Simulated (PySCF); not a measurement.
# CH3BO (Borane carbonyl): a chain of runs, part 2 of 2

PySCF 2.14.0. The steps go on from the part before.

**4. A single-point energy at DF-CCSD(T)/6-31G (sfX2C) (run 3)**

Contents of start.xyz:

```xyz
6

B     -0.295049     0.383838    -0.219342
C      0.511367    -0.791826     0.282728
O      1.127947    -1.687915     0.664628
H     -1.460826     0.064084    -0.077041
H      0.025704     0.520060    -1.385792
H      0.033191     1.324222     0.480541
```

Contents of input.py:

```python
# Borane carbonyl
from pyscf import gto, cc

mol = gto.Mole()
mol.atom = 'start.xyz'
mol.verbose = 4
mol.max_memory = 1860
mol.basis = '6-31g'
mol.spin = 0
mol.cart = True
mol.build()

myscf = mol.RHF()
myscf = myscf.sfx2c1e()
myscf.kernel()

mycc = cc.CCSD(myscf, frozen=3).density_fit()
mycc.kernel()
e_t = mycc.ccsd_t()
energy = mycc.e_tot + e_t
print('Final energy', energy)
```

Command:

```bash
$ OMP_NUM_THREADS=1 python input.py
```

Output:

```text
PySCF version 2.14.0

[INPUT] num. atoms = 6
[INPUT] num. electrons = 22
[INPUT] charge = 0
[INPUT] spin (= nelec alpha-beta = 2S) = 0
[INPUT] symmetry False subgroup None
[INPUT] Mole.unit = angstrom
[INPUT] Cartesian GTO integrals (6d 10f)
[INPUT] Symbol           X                Y                Z      unit          X                Y                Z       unit  Magmom
[INPUT]  1 B     -0.295049000000   0.383838000000  -0.219342000000 AA   -0.557561803327   0.725348696201  -0.414496307614 Bohr   0.0
[INPUT]  2 C      0.511367000000  -0.791826000000   0.282728000000 AA    0.966343579140  -1.496334278310   0.534278487746 Bohr   0.0
[INPUT]  3 O      1.127947000000  -1.687915000000   0.664628000000 AA    2.131510913025  -3.189697071545   1.255964894717 Bohr   0.0
[INPUT]  4 H     -1.460826000000   0.064084000000  -0.077041000000 AA   -2.760561055644   0.121101208967  -0.145586390363 Bohr   0.0
[INPUT]  5 H      0.025704000000   0.520060000000  -1.385792000000 AA    0.048573520306   0.982770968341  -2.618767345613 Bohr   0.0
[INPUT]  6 H      0.033191000000   1.324222000000   0.480541000000 AA    0.062721899800   2.502416908124   0.908090881625 Bohr   0.0

nuclear repulsion = 56.1113119695874
number of shells = 21
number of NR pGTOs = 78
number of NR cGTOs = 33
basis = 6-31g
ecp = {}

******** <class 'pyscf.x2c.sfx2c1e.sfX2C1eRHF'> ********
method = sfX2C1eRHF
initial guess = minao
damping factor = 0
level_shift factor = 0
DIIS = <class 'pyscf.scf.diis.CDIIS'>
diis_start_cycle = 1
diis_space = 8
diis_damp = 0
SCF conv_tol = 1e-09
SCF conv_tol_grad = None
SCF max_cycles = 50
direct_scf = True
direct_scf_tol = 1e-13

******** <class 'pyscf.x2c.sfx2c1e.SpinFreeX2CHelper'> ********
approx = 1e
xuncontract = 1
Set gradient conv threshold to 3.16228e-05
Initial guess from minao.
init E= -139.484349280278
  HOMO = -0.38126123136717  LUMO = 0.0383565209704078  gap/eV = 11.41838
cycle= 1 E= -139.032584410595  delta_E= 0.452  |g|= 0.593  |ddm|=  2.1
  HOMO = -0.484439230457199  LUMO = 0.0250917599939656  gap/eV = 13.86504
cycle= 2 E= -139.071191542837  delta_E= -0.0386  |g|= 0.531  |ddm|= 0.805
  HOMO = -0.466161306582718  LUMO = 0.063789064273209  gap/eV = 14.42068
cycle= 3 E= -139.124342432487  delta_E= -0.0532  |g|= 0.0613  |ddm|= 0.328
  HOMO = -0.468834845502143  LUMO = 0.0859793475682964  gap/eV = 15.09726
cycle= 4 E= -139.125419492773  delta_E= -0.00108  |g|= 0.0153  |ddm|= 0.0656
  HOMO = -0.46800042453358  LUMO = 0.0822706379908451  gap/eV = 14.97364
cycle= 5 E= -139.12550972466  delta_E= -9.02e-05  |g|= 0.00234  |ddm|= 0.0251
  HOMO = -0.468440669513503  LUMO = 0.0817303855715443  gap/eV = 14.97092
cycle= 6 E= -139.125513356005  delta_E= -3.63e-06  |g|= 0.000619  |ddm|= 0.00505
  HOMO = -0.468310448264638  LUMO = 0.0818948649400264  gap/eV = 14.97185
cycle= 7 E= -139.125513592747  delta_E= -2.37e-07  |g|= 0.000146  |ddm|= 0.0016
  HOMO = -0.468332108231889  LUMO = 0.0818923307547267  gap/eV = 14.97237
cycle= 8 E= -139.125513605371  delta_E= -1.26e-08  |g|= 3.59e-05  |ddm|= 0.000446
  HOMO = -0.468323281782127  LUMO = 0.0818900434386843  gap/eV = 14.97207
cycle= 9 E= -139.125513605899  delta_E= -5.28e-10  |g|= 5.51e-06  |ddm|= 9.8e-05
  HOMO = -0.468323915631962  LUMO = 0.0818908999524332  gap/eV = 14.97211
Extra cycle  E= -139.125513605911  delta_E= -1.2e-11  |g|= 2.12e-06  |ddm|= 1.21e-05
converged SCF energy = -139.125513605911

******** <class 'pyscf.cc.dfccsd.RCCSD'> ********
CC2 = 0
CCSD nocc = 8, nmo = 30
frozen orbitals 3
max_cycle = 50
direct = 0
conv_tol = 1e-07
conv_tol_normt = 1e-05
diis_space = 6
diis_start_cycle = 0
diis_start_energy_diff = 1e+09
******** <class 'pyscf.df.df.DF'> ********
auxbasis = None
Init t2, MP2 energy = -139.415976576185  E_corr(MP2) -0.290462970274059
Init E_corr(RCCSD) = -0.290462970276118
cycle = 1  E_corr(RCCSD) = -0.280602776558807  dE = 0.00986019372  norm(t1,t2) = 0.0809042
cycle = 2  E_corr(RCCSD) = -0.298698474843525  dE = -0.0180956983  norm(t1,t2) = 0.0306106
cycle = 3  E_corr(RCCSD) = -0.297479421590615  dE = 0.00121905325  norm(t1,t2) = 0.0148302
cycle = 4  E_corr(RCCSD) = -0.300176503555633  dE = -0.00269708197  norm(t1,t2) = 0.00567254
cycle = 5  E_corr(RCCSD) = -0.300303125429534  dE = -0.000126621874  norm(t1,t2) = 0.00087538
cycle = 6  E_corr(RCCSD) = -0.300251058696892  dE = 5.20667326e-05  norm(t1,t2) = 0.000365544
cycle = 7  E_corr(RCCSD) = -0.300235457970964  dE = 1.56007259e-05  norm(t1,t2) = 7.08673e-05
cycle = 8  E_corr(RCCSD) = -0.300241522818392  dE = -6.06484743e-06  norm(t1,t2) = 3.21567e-05
cycle = 9  E_corr(RCCSD) = -0.300240008594687  dE = 1.51422371e-06  norm(t1,t2) = 9.4929e-06
cycle = 10  E_corr(RCCSD) = -0.300240025007015  dE = -1.64123279e-08  norm(t1,t2) = 3.17336e-06
RCCSD converged
E(RCCSD) = -139.4257536309183  E_corr = -0.3002400250070145
RCCSD(T) correction = -0.0117113613108409
Final energy -139.43746499222914
```

Run time: 4.2 s. Hardware: 1 thread of Intel Xeon at 2.50GHz (Skylake/Cascade Lake), shared host; peak memory 0.13 GiB.

**5. Outcome**

The summary covers parts 1 to 2.

| quantity | value |
| --- | --- |
| run 1, PW91-D3(BJ)/6-31G*: total energy at the end | -139.91157 Eh |
| run 1, PW91-D3(BJ)/6-31G*: dipole moment | 1.24 D |
| run 1, PW91-D3(BJ)/6-31G*: HOMO energy | -8.12 eV |
| run 1, PW91-D3(BJ)/6-31G*: LUMO energy | -2.45 eV |
| run 1, PW91-D3(BJ)/6-31G*: HOMO–LUMO gap | 5.67 eV |
| run 1, PW91-D3(BJ)/6-31G*: dispersion energy | -3.63 kJ/mol |
| run 2, PW91-D3(BJ)/6-31G*: lowest harmonic wavenumber | 293 cm⁻¹ |
| run 2, PW91-D3(BJ)/6-31G*: highest harmonic wavenumber | 2515 cm⁻¹ |
| run 2, PW91-D3(BJ)/6-31G*: zero-point energy | 94.4 kJ/mol |
| run 3, DF-CCSD(T)/6-31G: total energy | -139.43746 Eh |
| run 3, DF-CCSD(T)/6-31G: dipole moment (Hartree–Fock density) | 1.38 D |
| run 3, DF-CCSD(T)/6-31G: HOMO energy (Hartree–Fock orbitals) | -12.74 eV |
| run 3, DF-CCSD(T)/6-31G: LUMO energy (Hartree–Fock orbitals) | 2.23 eV |
| run 3, DF-CCSD(T)/6-31G: HOMO–LUMO gap (Hartree–Fock orbitals) | 14.97 eV |
| run 3, DF-CCSD(T)/6-31G: correlation energy (3 core orbitals frozen) | -312.0 mEh |
| run 3, DF-CCSD(T)/6-31G: (T) correction | -11.71 mEh |
| run 3, DF-CCSD(T)/6-31G: T1 diagnostic | 0.019 |

What this shows: The program (run 2, PW91-D3(BJ)/6-31G*) took a symmetry number of 1 where this shape has 3, so the entropy in its output is too high by R ln(3/1) = 2.18 cal/(mol K). The optimisation (run 1, PW91-D3(BJ)/6-31G*) took 8 steps and changed the energy by -1.478 eV. All 12 modes (run 2, PW91-D3(BJ)/6-31G*) are real, so the shape is a minimum at this level. The triples (run 3, DF-CCSD(T)/6-31G) make up 3.8 % of the correlation energy.
